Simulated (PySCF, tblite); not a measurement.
1,1,1-trichloropropane, C3H5Cl3.
SMILES with atom numbers: `[CH3:1][CH2:2][C:3]([Cl:4])([Cl:5])[Cl:6]` (hydrogens: H7, H8, H9 on C1; H10, H11 on C2)

Computed with GFN2-xTB (tblite), gas phase: nudged elastic band of 9 images (0 to 8), spring 0.2 eV/Å², climbing image at the end, force threshold 0.05 eV/Å. The top image wasn't refined or checked by frequencies; at this threshold it can lie a kcal/mol or more above the true saddle point of the method.

Path: rotation about C2–C3 (chain CH2 carbon, CCl3 carbon), followed by the dihedral C1–C2–C3–Cl4.

Image 0 (start, dihedral -61°):
```
atom  x, y, z in Å
C1     -1.307    0.228    0.391
C2     -0.083   -0.640    0.122
C3      1.193    0.171   -0.020
Cl4     1.085    1.314   -1.375
Cl5     2.572   -0.919   -0.329
Cl6     1.543    1.090    1.460
H7     -1.185    0.788    1.313
H8     -1.467    0.929   -0.424
H9     -2.185   -0.405    0.482
H10     0.061   -1.347    0.941
H11    -0.222   -1.206   -0.802
```

Image 8 (end, 0.000 eV, dihedral 60°):
```
atom  x, y, z in Å
C1     -1.314    0.027   -0.127
C2     -0.075   -0.446    0.623
C3      1.195    0.234    0.144
Cl4     1.107    1.995    0.368
Cl5     1.496   -0.097   -1.576
Cl6     2.595   -0.368    1.072
H7     -1.461    1.095    0.008
H8     -1.224   -0.182   -1.190
H9     -2.187   -0.495    0.256
H10    -0.181   -0.238    1.689
H11     0.054   -1.522    0.492
```

**Question.** What do the inner images look like?

**Answer.** 
Image 1: +0.024 eV, dihedral -47°
```
atom  x, y, z in Å
C1     -1.320    0.229    0.328
C2     -0.075   -0.639    0.179
C3      1.198    0.171    0.000
Cl4     1.018    1.456   -1.211
Cl5     2.525   -0.895   -0.538
Cl6     1.682    0.925    1.536
H7     -1.226    0.900    1.177
H8     -1.482    0.822   -0.568
H9     -2.186   -0.409    0.478
H10     0.056   -1.263    1.066
H11    -0.185   -1.294   -0.687
```

Image 2: +0.086 eV, dihedral -33°
```
atom  x, y, z in Å
C1     -1.338    0.222    0.259
C2     -0.070   -0.626    0.241
C3      1.209    0.175    0.023
Cl4     0.974    1.593   -1.017
Cl5     2.448   -0.854   -0.747
Cl6     1.863    0.750    1.577
H7     -1.286    0.992    1.024
H8     -1.494    0.699   -0.704
H9     -2.189   -0.422    0.464
H10     0.035   -1.155    1.191
H11    -0.146   -1.370   -0.553
```

Image 3: +0.150 eV, dihedral -17°
```
atom  x, y, z in Å
C1     -1.351    0.207    0.189
C2     -0.068   -0.608    0.310
C3      1.218    0.181    0.045
Cl4     0.944    1.711   -0.808
Cl5     2.344   -0.787   -0.948
Cl6     2.048    0.569    1.576
H7     -1.351    1.052    0.872
H8     -1.479    0.580   -0.823
H9     -2.194   -0.435    0.428
H10     0.003   -1.027    1.315
H11    -0.108   -1.438   -0.397
```

Image 4 (top): +0.180 eV, dihedral -2°
```
atom  x, y, z in Å
C1     -1.357    0.185    0.119
C2     -0.066   -0.584    0.381
C3      1.222    0.187    0.065
Cl4     0.934    1.810   -0.588
Cl5     2.206   -0.698   -1.134
Cl6     2.217    0.380    1.535
H7     -1.411    1.086    0.724
H8     -1.440    0.465   -0.928
H9     -2.197   -0.455    0.374
H10    -0.034   -0.878    1.431
H11    -0.068   -1.495   -0.220
```

Image 5: +0.161 eV, dihedral 14°
```
atom  x, y, z in Å
C1     -1.355    0.156    0.052
C2     -0.065   -0.555    0.449
C3      1.220    0.195    0.083
Cl4     0.946    1.889   -0.366
Cl5     2.042   -0.593   -1.291
Cl6     2.355    0.192    1.463
H7     -1.458    1.102    0.576
H8     -1.387    0.346   -1.017
H9     -2.196   -0.478    0.321
H10    -0.070   -0.720    1.527
H11    -0.027   -1.531   -0.037
```

Image 6: +0.102 eV, dihedral 29°
```
atom  x, y, z in Å
C1     -1.346    0.119   -0.011
C2     -0.066   -0.522    0.513
C3      1.213    0.206    0.103
Cl4     0.979    1.948   -0.133
Cl5     1.857   -0.462   -1.419
Cl6     2.463    0.001    1.362
H7     -1.483    1.111    0.411
H8     -1.326    0.204   -1.094
H9     -2.192   -0.497    0.280
H10    -0.105   -0.560    1.603
H11     0.011   -1.546    0.144
```

Image 7: +0.033 eV, dihedral 45°
```
atom  x, y, z in Å
C1     -1.330    0.077   -0.071
C2     -0.068   -0.486    0.573
C3      1.202    0.219    0.124
Cl4     1.029    1.986    0.112
Cl5     1.664   -0.302   -1.514
Cl6     2.543   -0.183    1.232
H7     -1.482    1.112    0.223
H8     -1.264    0.030   -1.154
H9     -2.188   -0.503    0.257
H10    -0.142   -0.404    1.658
H11     0.041   -1.543    0.319
```

The largest changes of bonds and angles from start to top: C2–C3 1.518 → 1.535 Å, C3–Cl6 1.777 → 1.786 Å, C3–Cl4 1.777 → 1.773 Å, C2–C3–Cl4 111.3 → 113.5°, C1–C2–C3 112.8 → 114.9°, Cl4–C3–Cl6 108.3 → 107.2°. GFN2-xTB torsional profiles can miss by a kcal/mol or more and can put conformers in the wrong order.

**Question.** What do single points at PBE0/pcSseg-1 (PySCF, no dispersion term) give on some images?

**Answer.** 
| image | GFN2-xTB E (eV) | DFT E (eV) | HOMO (eV) | LUMO (eV) | dipole (D) |
| --- | --- | --- | --- | --- | --- |
| 0 | 0.000 | 0.000 | -8.70 | -0.63 | 2.15 |
| 2 | 0.086 | 0.140 | -8.68 | -0.63 | 2.21 |
| 4 | 0.180 | 0.310 | -8.66 | -0.63 | 2.26 |
| 6 | 0.102 | 0.167 | -8.68 | -0.63 | 2.22 |
| 8 | 0.000 | 0.000 | -8.70 | -0.64 | 2.15 |

Energies count from image 0 at each level. At the GFN2-xTB top the DFT energy is 7.1 kcal/mol against 4.1; the geometries weren't optimised at the DFT level.

The cost below is that of the whole band run. Hardware: one thread of an Intel Xeon Platinum 8488C, no GPU, shared host with 192 logical CPUs at a one-minute load of 57. Cost: 2.3 s wall, 0.18 GiB resident at most.
